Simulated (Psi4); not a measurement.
**CH5Si (SMILES [CH2][SiH3]): levels of theory compared**

Aim: a comparison of 4 runs (UHF/STO-3G, UHF/3-21G, UHF/def2-SVP, UB3LYP/STO-3G) of CH5Si. 

The results are computed with Psi4 1.11.

9 further runs of the same task are left out: 3 that didn't finish, 6 set aside as unsound or not needed.

### Step 1. The molecule

The species is CH5Si (7 atoms), meant as a doublet with charge 0. As SMILES, `[CH2][SiH3]`. The coordinates come from a PBE0-D4/def2-TZVP relaxation.

Bond lengths: C1–Si2 1.840 Å, C1–H3 1.085 Å, C1–H4 1.085 Å, Si2–H5 1.492 Å, Si2–H6 1.487 Å, Si2–H7 1.487 Å. Angles: C1–Si2–H5 111.3°, C1–Si2–H6 110.4°, C1–Si2–H7 110.3°, Si2–C1–H3 122.6°, Si2–C1–H4 122.6°, H5–Si2–H6 107.7°, H5–Si2–H7 107.7°, H6–Si2–H7 109.4°, H3–C1–H4 114.8°.

### Step 2. Energy and gradient at UHF/STO-3G (run 1)

Contents of input.json:

```json
{
  "schema_name": "qcschema_input",
  "schema_version": 1,
  "molecule": {
    "schema_name": "qcschema_molecule",
    "schema_version": 2,
    "symbols": ["C", "Si", "H", "H", "H", "H", "H"],
    "geometry": [-0.32616673, -2.08436792, 0.08957302, 0.25001077, 1.3413276, -0.05480206, -2.15239806, -2.87654111, 0.58298051, 1.11172588, -3.46726949, -0.38512618, -0.36131564, 2.37462985, -2.6061213, -1.36003589, 2.68360007, 1.81753859, 2.95383091, 1.90030859, 0.46959694],
    "molecular_charge": 0,
    "molecular_multiplicity": 2,
    "fix_symmetry": "c1",
    "fix_com": true,
    "fix_orientation": true
  },
  "driver": "gradient",
  "model": {
    "method": "scf",
    "basis": "STO-3G"
  },
  "keywords": {
    "reference": "uhf",
    "puream": true,
    "e_convergence": 1e-09,
    "d_convergence": 1e-08,
    "scf_type": "pk",
    "maxiter": 200
  }
}
```

Launch:

```sh
$ psi4 --qcschema input.json -n 1 --memory 1600MB
```

stdout:

```text
[...]
  Running in c1 symmetry.
[...]
  Nuclear repulsion =   56.021931234495995
[...]
  Multiplicity = 2
[...]
  Nalpha       = 13
  Nbeta        = 12
[...]
    Number of basis functions: 19
[...]
   @UHF iter   1:  -325.84591236485466   -2.22579e+00   5.56065e-03 ADIIS/DIIS
[...]
   @UHF iter  12:  -325.86161199300983   -9.66338e-13   9.92778e-09 DIIS
[...]
   @S^2 Observed:                7.673000228E-01
[...]
    Orbital Energies [Eh]
    ---------------------
    Alpha Occupied:
       1A    -67.979536     2A    -10.966190     3A     -5.959363
       4A     -3.985259     5A     -3.984859     6A     -3.983861
       7A     -0.894426     8A     -0.661415     9A     -0.531665
      10A     -0.440578    11A     -0.427205    12A     -0.412132
      13A     -0.327159
    Alpha Virtual:
      14A      0.501356    15A      0.532859    16A      0.549541
      17A      0.561472    18A      0.737016    19A      0.791514
    Beta Occupied:
[...]
  @UHF Final Energy:  -325.86161199300983
   => Energetics <=
    Nuclear Repulsion Energy =             56.0219312344959945
    One-Electron Energy =                -563.1950256035554503
    Two-Electron Energy =                 181.3114823760496392
    Total Energy =                       -325.8616119930098307
  UHF NO Occupations:
  HONO-2 :   11  A 1.9981876
  HONO-1 :   12  A 1.9951673
[...]
 Multipole Moments:
 ------------------------------------------------------------------------------------
     Multipole            Electronic (a.u.)      Nuclear  (a.u.)        Total (a.u.)
 ------------------------------------------------------------------------------------
 L = 1.  Multiply by 2.5417464519 to convert [e a0] to [Debye]
 Dipole X            :         -1.7425509            1.7349576           -0.0075933
 Dipole Y            :         -6.9362066            6.8871068           -0.0490998
 Dipole Z            :          0.3537593           -0.3509222            0.0028372
 Magnitude           :                                                    0.0497644
[...]
  -Total Gradient:
     Atom            X                  Y                   Z
    ------   -----------------  -----------------  -----------------
       1        0.000660333039     0.003503611677    -0.000251875553
       2       -0.005453907502    -0.036786476018     0.003692724175
       3       -0.003978009005    -0.001517479191     0.001308627093
       4        0.003260337134    -0.002796088882    -0.000834338922
       5       -0.007147374668     0.013991848420    -0.030830234902
       6       -0.019576925161     0.016526094666     0.021543806930
       7        0.032235546162     0.007078489329     0.005371291178
[...]
```

The result, in JSON:

```text
{
 "driver": "gradient",
 "model": {
  "method": "scf",
  "basis": "STO-3G"
 },
 "success": true,
 "return_result": [0.0006603330389823928, 0.0035036116770497117, -0.00025187555289814516, -0.0054539075016053346, -0.036786476018137504, 0.0036927241754766173, -0.00397800900525952, -0.0015174791911514163, 0.0013086270927518823, 0.003260337134303265, -0.0027960888820292573, -0.0008343389223019609, -0.007147374667881595, 0.013991848420115888, -0.030830234901541298, -0.019576925160817493, 0.016526094665575697, 0.02154380693033431, 0.032235546161633766, 0.0070784893294318155, 0.0053712911781517575],
 "properties": {
  "calcinfo_nbasis": 19,
  "calcinfo_nmo": 19,
  "calcinfo_nalpha": 13,
  "calcinfo_nbeta": 12,
  "calcinfo_natom": 7,
  "nuclear_repulsion_energy": 56.021931234495995,
  "return_energy": -325.86161199300983,
  "return_gradient": [0.0006603330389823928, 0.0035036116770497117, -0.00025187555289814516, -0.0054539075016053346, -0.036786476018137504, 0.0036927241754766173, -0.00397800900525952, -0.0015174791911514163, 0.0013086270927518823, 0.003260337134303265, -0.0027960888820292573, -0.0008343389223019609, -0.007147374667881595, 0.013991848420115888, -0.030830234901541298, -0.019576925160817493, 0.016526094665575697, 0.02154380693033431, 0.032235546161633766, 0.0070784893294318155, 0.0053712911781517575],
  "scf_one_electron_energy": -563.1950256035555,
  "scf_two_electron_energy": 181.31148237604964,
  "scf_dipole_moment": [-0.007593280467043773, -0.04909976583079523, 0.002837184117231828],
  "scf_total_energy": -325.86161199300983,
  "scf_total_gradient": [0.0006603330389823928, 0.0035036116770497117, -0.00025187555289814516, -0.0054539075016053346, -0.036786476018137504, 0.0036927241754766173, -0.00397800900525952, -0.0015174791911514163, 0.0013086270927518823, 0.003260337134303265, -0.0027960888820292573, -0.0008343389223019609, -0.007147374667881595, 0.013991848420115888, -0.030830234901541298, -0.019576925160817493, 0.016526094665575697, 0.02154380693033431, 0.032235546161633766, 0.0070784893294318155, 0.0053712911781517575],
  "scf_iterations": 12
 }
}
```

It took 3.6 s on 1 thread of AMD EPYC 7R43 (Zen 3), shared host; peak memory 0.18 GiB.

### Step 3. Energy and gradient at UHF/3-21G (run 2)

Contents of job.py:

```python
import psi4

psi4.set_memory(1600000000)
psi4.set_num_threads(1)
psi4.set_output_file('psi4.out', False)

molecule = psi4.geometry("""
0 2
C
Si 1 1.839849
H 1 1.085279 2 122.55705
H 1 1.085173 3 114.80836 2 -177.65055
H 2 1.492117 1 111.26705 4 89.58571
H 2 1.487318 5 107.67125 1 -121.05597
H 2 1.487176 6 109.38021 5 116.8003
symmetry c1
""")

psi4.set_options({
    'reference': 'uhf',
    'puream': True,
    'e_convergence': 1e-09,
    'd_convergence': 1e-08,
    'scf_type': 'pk',
    'maxiter': 200,
})

e = psi4.gradient('scf/3-21G', molecule=molecule)
print('gradient / Eh bohr^-1')
print(e.np.round(6))
```

Launch:

```sh
$ python job.py
```

psi4.out:

```text
[...]
  Running in c1 symmetry.
[...]
  Nuclear repulsion =   56.021934784148904
[...]
  Multiplicity = 2
[...]
  Nalpha       = 13
  Nbeta        = 12
[...]
    Number of basis functions: 32
[...]
   @UHF iter   1:  -327.85286120828971   -7.78843e-01   6.18480e-03 DIIS/ADIIS
[...]
   @UHF iter  13:  -327.89597773718248   -1.53477e-12   7.53175e-09 DIIS
[...]
   @S^2 Observed:                7.627332500E-01
[...]
    Orbital Energies [Eh]
    ---------------------
    Alpha Occupied:
       1A    -68.291024     2A    -11.180430     3A     -6.103305
       4A     -4.199463     5A     -4.199041     6A     -4.198439
       7A     -0.956344     8A     -0.715591     9A     -0.591218
      10A     -0.500538    11A     -0.495244    12A     -0.471758
      13A     -0.382364
    Alpha Virtual:
      14A      0.175384    15A      0.209411    16A      0.226634
      17A      0.296445    18A      0.326210    19A      0.348079
      20A      0.467275    21A      0.487720    22A      0.511190
      23A      0.586943    24A      0.986088    25A      1.015827
[...]
  @UHF Final Energy:  -327.89597773718248
   => Energetics <=
    Nuclear Repulsion Energy =             56.0219347841489039
    One-Electron Energy =                -563.8386353599512404
    Two-Electron Energy =                 179.9207228386198381
    Total Energy =                       -327.8959777371824771
  UHF NO Occupations:
  HONO-2 :   11  A 1.9987272
  HONO-1 :   12  A 1.9969199
[...]
 Multipole Moments:
 ------------------------------------------------------------------------------------
     Multipole            Electronic (a.u.)      Nuclear  (a.u.)        Total (a.u.)
 ------------------------------------------------------------------------------------
 L = 1.  Multiply by 2.5417464519 to convert [e a0] to [Debye]
 Dipole X            :         -0.0413572            0.0480131            0.0066560
 Dipole Y            :         -0.0025440            0.0022368           -0.0003072
 Dipole Z            :          0.1516970           -0.4132167           -0.2615197
 Magnitude           :                                                    0.2616046
[...]
  -Total Gradient:
     Atom            X                  Y                   Z
    ------   -----------------  -----------------  -----------------
       1       -0.000079286484    -0.000035758637     0.027441230408
       2       -0.001372929504    -0.000097080421    -0.018799390578
       3        0.000069595549     0.005049556408    -0.003351623079
       4        0.000288057016    -0.004995891960    -0.003334567643
       5       -0.000200124805     0.000012438556    -0.000658523575
       6        0.000659440891    -0.000164535473    -0.000648273981
       7        0.000635247336     0.000231271526    -0.000648851552
[...]
```

Standard output:

```text
gradient / Eh bohr^-1
[[-7.9000e-05 -3.6000e-05  2.7441e-02]
 [-1.3730e-03 -9.7000e-05 -1.8799e-02]
 [ 7.0000e-05  5.0500e-03 -3.3520e-03]
 [ 2.8800e-04 -4.9960e-03 -3.3350e-03]
 [-2.0000e-04  1.2000e-05 -6.5900e-04]
 [ 6.5900e-04 -1.6500e-04 -6.4800e-04]
 [ 6.3500e-04  2.3100e-04 -6.4900e-04]]
```

It took 3.9 s on 1 thread of AMD EPYC 7R43 (Zen 3), shared host; peak memory 0.18 GiB.

Run 3 isn't shown in full; the table further down has it.

### Step 4. Energy and forces at UB3LYP/STO-3G (run 4)

Contents of run.py:

```python
import numpy as np
from ase.calculators.psi4 import Psi4
from ase import Atoms

a = Atoms(['C', 'Si', 'H', 'H', 'H', 'H', 'H'], positions=[
    [-0.172600, -1.103000, 0.047400],
    [0.132300, 0.709800, -0.029000],
    [-1.139000, -1.522200, 0.308500],
    [0.588300, -1.834800, -0.203800],
    [-0.191200, 1.256600, -1.379100],
    [-0.719700, 1.420100, 0.961800],
    [1.563100, 1.005600, 0.248500],
])
calc = Psi4(atoms=a, method='b3lyp', basis='STO-3G', memory='1600MB', num_threads=1, charge=0, multiplicity=2, label='calc', reference='uks')
calc.psi4.set_options({'puream': True, 'e_convergence': 1e-09, 'd_convergence': 1e-08, 'scf_type': 'pk', 'dft_radial_points': 99, 'dft_spherical_points': 590, 'maxiter': 200})
a.calc = calc

forces = a.get_forces()
print(f'energy: {a.get_potential_energy():.6f} eV')
print('forces / eV A^-1')
print(np.round(forces, 5))
```

Launch:

```sh
$ python run.py
```

calc.dat:

```text
[...]
  Running in c1 symmetry.
[...]
  Nuclear repulsion =   56.021931243613906
[...]
  Multiplicity = 2
[...]
  Nalpha       = 13
  Nbeta        = 12
[...]
    Number of basis functions: 19
[...]
   @UKS iter   1:  -326.68249429923219   -1.44466e+00   8.78231e-03 DIIS/ADIIS
[...]
   @UKS iter  11:  -326.70474450542753    0.00000e+00   1.74459e-09 DIIS
[...]
   @S^2 Observed:                7.545675416E-01
[...]
    Orbital Energies [Eh]
    ---------------------
    Alpha Occupied:
       1A    -65.368759     2A     -9.936954     3A     -5.090614
       4A     -3.391174     5A     -3.391104     6A     -3.390905
       7A     -0.635084     8A     -0.478413     9A     -0.374689
      10A     -0.297609    11A     -0.290384    12A     -0.282493
      13A     -0.150703
    Alpha Virtual:
      14A      0.297223    15A      0.323991    16A      0.339629
      17A      0.352136    18A      0.484750    19A      0.529178
    Beta Occupied:
[...]
  @UKS Final Energy:  -326.70474450542753
   => Energetics <=
    Nuclear Repulsion Energy =             56.0219312436139063
    One-Electron Energy =                -563.2736651006010788
    Two-Electron Energy =                 203.3353403095978535
    DFT Exchange-Correlation Energy =     -22.7883509580381869
    Empirical Dispersion Energy =           0.0000000000000000
    VV10 Nonlocal Energy =                  0.0000000000000000
    Total Energy =                       -326.7047445054275272
[...]
 Multipole Moments:
 ------------------------------------------------------------------------------------
     Multipole            Electronic (a.u.)      Nuclear  (a.u.)        Total (a.u.)
 ------------------------------------------------------------------------------------
 L = 1.  Multiply by 2.5417464519 to convert [e a0] to [Debye]
 Dipole X            :          0.0726042           -0.0831940           -0.0105898
 Dipole Y            :          0.3538912           -0.4065953           -0.0527041
 Dipole Z            :          0.0245527           -0.0285948           -0.0040421
 Magnitude           :                                                    0.0539092
[...]
  -Total Gradient:
     Atom            X                  Y                   Z
    ------   -----------------  -----------------  -----------------
       1       -0.001168866977    -0.006892726668    -0.000032759021
       2       -0.003651678545    -0.022245313968     0.001218002949
       3        0.006854515605     0.002984073276    -0.001741162612
       4       -0.005391710708     0.005229270721     0.001894455429
       5       -0.004082637922     0.007637357772    -0.017431481534
       6       -0.011247996933     0.009368894815     0.012717810254
       7        0.018688324743     0.003918104272     0.003375148853
[...]
```

The script printed:

```text
energy: -8890.088919 eV
forces / eV A^-1
[[ 0.06011  0.35444  0.00168]
 [ 0.18778  1.1439  -0.06263]
 [-0.35247 -0.15345  0.08953]
 [ 0.27725 -0.2689  -0.09742]
 [ 0.20994 -0.39273  0.89636]
 [ 0.5784  -0.48177 -0.65398]
 [-0.96099 -0.20148 -0.17356]]
```

Wall time 21 s (1 thread of AMD EPYC 7R43 (Zen 3), shared host); peak memory 0.42 GiB.

### Step 5. Overview of the runs

```tsv
run	level	task	properties	energy (Eh)	dipole moment (D)	HOMO energy (eV)	LUMO energy (eV)	wall time
1	UHF/STO-3G	gradient	–	-325.861612	0.13	-8.90	8.47	3.6 s
2	UHF/3-21G	gradient	–	-327.895978	0.66	-10.40	2.75	3.9 s
3	UHF/def2-SVP	energy	(wiberg, lowdin, mayer)	-329.542926	0.73	-10.50	2.48	5.4 s
4	UB3LYP/STO-3G	gradient	–	-326.704745	0.14	-4.10	1.52	21 s
```

### Step 6. What came out

| quantity | value |
| --- | --- |
| run 4: total energy | -326.70474 Eh |
| run 4: dipole moment | 0.14 D |
| run 4: HOMO energy (highest over α and β) | -4.10 eV |
| run 4: LUMO energy (lowest over α and β) | 1.52 eV |
| run 4: ⟨S²⟩ | 0.755 |
| run 4: largest force on an atom | 1.161 eV/Å |

What this shows: The dipole moment (its size) runs from 0.13 D (UHF/STO-3G) to 0.73 D (UHF/def2-SVP). In runs 1, 4 the basis is minimal, so the values are rough. All runs together took 34 s, the longest 21 s.
